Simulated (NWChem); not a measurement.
Molecule: NH, triplet; SMILES [NH]

Program: NWChem. Spin-unrestricted. No stability test was run on the SCF state. Each level has its own optimisation; frequencies are unscaled.

Problem. Among these, which level gives the lowest value of “dipole (D)”?
A) UHF/pcseg-2
B) UHF/3-21G
C) UHF/aug-pcseg-1
D) UHF/pcseg-1

Solution. C, UHF/aug-pcseg-1. Values: UHF/aug-pcseg-1 1.63; UHF/pcseg-2 1.71; UHF/pcseg-1 1.76; UHF/3-21G 1.78
